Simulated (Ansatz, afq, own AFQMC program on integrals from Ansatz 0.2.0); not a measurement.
Integrals from Ansatz 0.2.0, then the random walk in our own AFQMC program (afq).

```yaml
crystal:
  periodic: [false, false, false]
  atoms:
    - {symbol: Si, position_ang: [0.000000, 0.032951, 0.605869]}
    - {symbol: N, position_ang: [0.000000, -0.113788, -1.088955]}
    - {symbol: H, position_ang: [0.000000, 0.663088, -1.749585]}
basis:
  gaussian: {orbitals: cc-pVDZ}
total_charge: 1
magnetization: {spin_polarized: true, initial_magnetization: 1}
correlation: {method: ccsd_t, electrons: outside_noble_gas, hamiltonian_folder: ham}
```

```sh
$ ansatz run in.yaml --threads 1 --pin off --events-out ev --progress --plain --max-ram 15360MiB --backend cuda --devices 0, --max-vram 18GiB
```

afq runs on the folder ham with

```
--method phaseless --trial cisd --walkers 4000 --populations 20 --least-time 60 --time-step 0.005 --steps-per-block 50 --equilibration-blocks 28 --max-blocks 4000 --target-error 0.00018 --factor-cut 1e-05 --start spin_pure --seed 7379 --release-times 0.24,0.51,0.99,1.62,2.4 --release-step 0.03 --release-every 3 --taylor-order 6
```

Times are imaginary, in 1/Eh. The walk had a cap of 122 s. With eight or more populations the least sampling time is a fifth of least-time, and the error comes from their spread.

Log:

```
orbitals 31  electrons 5 4  factors 228 of 365
reference energy -343.61883693 Eh
CCSD correlation -0.21986354 Eh in 13 cycles, weight of the determinant in the CISD state 0.8822
energy of the start -343.838406 Eh
 block  time / (1/Eh)  mean weight  energy / Eh
     1     0.250  0.9999  -343.836509
     2     0.500  1.0000  -343.838312
     3     0.750  1.0001  -343.840427
     4     1.000  0.9998  -343.841126
     5     1.250  1.0002  -343.842914
     8     2.000  1.0000  -343.844882
    11     2.750  1.0002  -343.845914
    14     3.500  1.0003  -343.846445
    17     4.250  1.0002  -343.847046
    20     5.000  1.0000  -343.846877
    23     5.750  1.0002  -343.846763
    26     6.500  1.0002  -343.845867
    29     7.250  1.0003  -343.846537
    32     8.000  1.0001  -343.846452
    35     8.750  1.0002  -343.847499
    38     9.500  0.9999  -343.847098
    41    10.250  1.0000  -343.846758
    44    11.000  0.9999  -343.846662
    47    11.750  0.9998  -343.845825
    50    12.500  0.9999  -343.845647
    53    13.250  0.9998  -343.846021
    56    14.000  1.0002  -343.848166
    59    14.750  0.9997  -343.847600
    62    15.500  1.0001  -343.846179
    65    16.250  0.9999  -343.846296
    68    17.000  0.9997  -343.845887
    71    17.750  1.0001  -343.845238
    74    18.500  1.0001  -343.845669
    76    19.000  0.9997  -343.844953
    77    19.250  0.9999  -343.846141
    78    19.500  1.0001  -343.846027
error from the spread of 20 populations
released: time / (1/Eh)  energy / Eh  error  mean overlap
  0.24  -343.846629  0.000173  0.9973
  0.51  -343.845547  0.001484  0.9923
  0.99  -343.846999  0.000127  0.9911
  1.62  -343.847080  0.000121  0.9942
  2.40  -343.847048  0.000143  0.9933
energy -343.846426 +/- 0.000161 Eh
(rows thinned)
```

The run passed its tests (sampling time, drift between the halves within three errors, error under three times the target), which doesn't prove that it has relaxed.

Against this walk (error 4.4 meV) on the same determinant: CCSD(T) 26.2 meV higher, CCSDT(Q) 22.5 meV lower, CCSDTQ 20.8 meV lower. The error is statistical and leaves out the bias of the constraint. The released energies have errors that jump between times, so the bars are unsure (meV from the phaseless value at times in 1/Eh: -6 ± 5 at 0.24, 24 ± 40 at 0.51, -16 ± 3 at 0.99, -18 ± 3 at 1.62, -17 ± 4 at 2.40), so they give no level. CCSDTQ is the surest value here, so the walk's 21 meV above it is most likely the bias of the constraint with this trial, which can have either sign.

Cautions: constraint bias not in the error.

The walk took 67 s on 1 × NVIDIA H100 80GB HBM3 with 2 threads of AMD EPYC 7R13 Processor (Zen 3), on a shared host (the card was shared). The log's last line is the phaseless energy.

CCSDT and higher add their correlation energy to the determinant of the CCSD(T) run, since their own runs factorise the integrals more tightly (a shift of under 2 meV). A walk keeps the symmetry of its determinant, which the program's search chose and which needn't be the lowest solution, so a lower state of the same spin and another symmetry isn't excluded.
